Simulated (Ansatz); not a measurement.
Reaction: C3H8S (methylsulfanylethane, SMILES S(C)CC) → CH3 (SMILES [CH3], doublet) + C2H5S (SMILES [CH2]SC, doublet) (the C-C bond breaks)
Each species at its own B3LYP-D3(BJ)/def2-TZVP minimum (Ansatz, a program for electronic structure), one conformer.

Property: bond dissociation energy (electronic), in kcal/mol. UHF or UKS for unpaired electrons; spin-orbit terms are left out. CBS(X,Y): correlation extrapolated as X^-3, Hartree-Fock from the larger set. A bracket is a step between two methods taken in the basis named. Functionals run without relativity, which enters their misses. '+ core + X2C': CCSD(T) terms for core correlation (cc-pwCVTZ, 1s frozen past Ne) and scalar relativity (cc-pVTZ-DK).

CCSD(T)/CBS(cc-pV(T+d)Z,cc-pV(Q+d)Z) + [CCSDT(Q) - CCSD(T)]/cc-pV(D+d)Z + core + X2C (Ansatz) gives 88.8 kcal/mol.

**Question.** How far off this value is PBE/def2-TZVPD (Ansatz), in which direction, and which of these levels come nearer: B3LYP/def2-TZVPD, PBE0/def2-TZVPD, wB97M-V/def2-TZVPD, CCSD(T)/CBS(cc-pV(T+d)Z,cc-pV(Q+d)Z) + core + X2C?

**Answer.** PBE gives 84.4 kcal/mol, 4.4 kcal/mol below it. Differences of the others: B3LYP/def2-TZVPD (Ansatz) -8.6; PBE0/def2-TZVPD (Ansatz) -4.3; wB97M-V/def2-TZVPD (Ansatz) -0.2; CCSD(T)/CBS(cc-pV(T+d)Z,cc-pV(Q+d)Z) + core + X2C (Ansatz) 0.1 kcal/mol. Nearer than PBE: PBE0/def2-TZVPD, wB97M-V/def2-TZVPD, CCSD(T)/CBS(cc-pV(T+d)Z,cc-pV(Q+d)Z) + core + X2C.
